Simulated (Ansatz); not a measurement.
# C₃H₅ClO₂: up Jacob's ladder to CCSD(T)

How much do the methods differ for C₃H₅ClO₂? The plan is to run it at one geometry with functionals of several rungs and with coupled cluster, and see how far each lands from CCSD(T) at the basis-set limit for the atomisation energy.

The runs use Ansatz 0.2.0, Gaussian basis; functionals in def2-TZVPP, the program's frozen cores in correlated methods.

The runs, in order: PBE-D4, r2SCAN-D4, PBE0-D4, B3LYP-D4, ωB97X-V, ωB97M-V, B2PLYP; CCSD(T)/def2-TZVPP; MP2/def2-QZVPP; extrapolation to the limit.

## Step 1: The geometry

The geometry comes from an earlier relaxation with PBE0-D4 in a triple-zeta def2 set; it is a stationary point, not always the lowest conformer.

SMILES `CO/C=C(\O)Cl`, 11 atoms, charge 0, spin multiplicity 1.

Atoms are counted from 1 here; the program's logs count them from 0.

Bond lengths: C1–O2 1.415 Å, C1–H7 1.089 Å, C1–H8 1.094 Å, C1–H9 1.091 Å, O2–C3 1.345 Å, C3–C4 1.334 Å, C3–H10 1.081 Å, C4–O5 1.353 Å, C4–Cl6 1.738 Å, O5–H11 0.963 Å. Angles: O2–C1–H7 105.7°, O2–C1–H8 110.9°, O2–C1–H9 111.8°, H7–C1–H8 109.5°, H7–C1–H9 109.8°, H8–C1–H9 109.1°, C1–O2–C3 119.3°, O2–C3–C4 129.9°, O2–C3–H10 111.9°, C4–C3–H10 118.2°, C3–C4–O5 126.4°, C3–C4–Cl6 118.7°, O5–C4–Cl6 114.7°, C4–O5–H11 109.0°.

As a file:

```
atom    x (Å)    y (Å)    z (Å)
  C1  -0.2259  -0.9066  -1.3410
  O2  -0.7954   0.3650  -1.0967
  C3  -0.6020   0.9559   0.0965
  C4   0.2896   0.6848   1.0504
  O5   1.2970  -0.2145   0.9757
 Cl6   0.2590   1.6225   2.5129
  H7  -0.6306  -1.2322  -2.2982
  H8  -0.5131  -1.6184  -0.5617
  H9   0.8629  -0.8588  -1.3969
 H10  -1.2746   1.7890   0.2476
 H11   1.3984  -0.6438   1.8322
```

## Step 2: PBE-D4 (GGA)

Input file in.yaml:

```yaml
crystal:
  periodic: [false, false, false]
  atoms:
    - {symbol: C, position_ang: [-0.225909, -0.906599, -1.340996]}
    - {symbol: O, position_ang: [-0.795367, 0.364982, -1.096708]}
    - {symbol: C, position_ang: [-0.601961, 0.955922, 0.096460]}
    - {symbol: C, position_ang: [0.289564, 0.684834, 1.050356]}
    - {symbol: O, position_ang: [1.297032, -0.214454, 0.975654]}
    - {symbol: Cl, position_ang: [0.259001, 1.622529, 2.512878]}
    - {symbol: H, position_ang: [-0.630550, -1.232220, -2.298204]}
    - {symbol: H, position_ang: [-0.513071, -1.618364, -0.561719]}
    - {symbol: H, position_ang: [0.862901, -0.858786, -1.396915]}
    - {symbol: H, position_ang: [-1.274612, 1.788973, 0.247590]}
    - {symbol: H, position_ang: [1.398372, -0.643815, 1.832203]}
basis:
  gaussian: {orbitals: def2-TZVPP}
hamiltonian: {xc: pbe, dispersion: d4}
output: {forces: true, orbitals: {seedname: orbitals}}
```

On the command line:

```sh
$ ansatz run in.yaml --threads 4 --pin off --events-out ev --progress --plain --max-ram 10444MiB
```

Further steps of the session: r2SCAN-D4 (meta-GGA); PBE0-D4 (hybrid); B3LYP-D4 (hybrid); ωB97X-V (range-separated); ωB97M-V (range-separated); B2PLYP (double hybrid); CCSD(T) in def2-TZVPP; MP2 in def2-QZVPP.

Before running them: what should the planned runs give, taken together? Wanted: atomisation energy, CCSD(T)/CBS; farthest; mean size of error, hybrid; mean size of error, range-separated; gap, smallest and largest; T1 diagnostic; triples share of the correlation energy.

The runs gave:

| quantity | value |
| --- | --- |
| atomisation energy, CCSD(T)/CBS | 44.523 eV |
| functionals within 0.223 eV (0.5 %) | B3LYP-D4, ωB97X-V, ωB97M-V |
| farthest | PBE-D4 (+1.795 eV) |
| mean size of error, hybrid | 0.233 eV |
| mean size of error, range-separated | 0.143 eV |
| gap, smallest and largest | 4.44 eV (PBE-D4), 11.02 eV (ωB97X-V) |
| T1 diagnostic | 0.0121 |
| triples share of the correlation energy | 4.1 % |

In words: PBE-D4 is off by +1.795 eV. Double hybrids carry the basis error of their MP2 part in triple zeta, and no dispersion term here, so their miss is partly the set-up's. Misses under about 0.223 eV are within the doubt on the reference itself, which lacks core-valence correlation, relativity and higher excitations. Hartree-Fock recovers 69 % of the binding; the rest is correlation. Orbital gaps span 4.4 to 11.0 eV; exact exchange widens them.
